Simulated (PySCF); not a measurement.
Level of theory: B3LYP-D3(BJ)/def2-TZVP // M06-2X/def2-TZVP in PySCF 2.14.0. Gas-phase values, no solvent. B3LYP has the VWN-RPA correlation part, as in Gaussian. 

Reference species (SMILES): `[SiH3]` (neutral, multiplicity 2).

The dipole moment comes out as 0.08 D.

Changed species: `[BH][SiH3]` (radical fragment; the reference has radical fragment).

Q: Predict the effect on the dipole moment.

A: the dipole moment rises by 0.38 D, to 0.46 D.
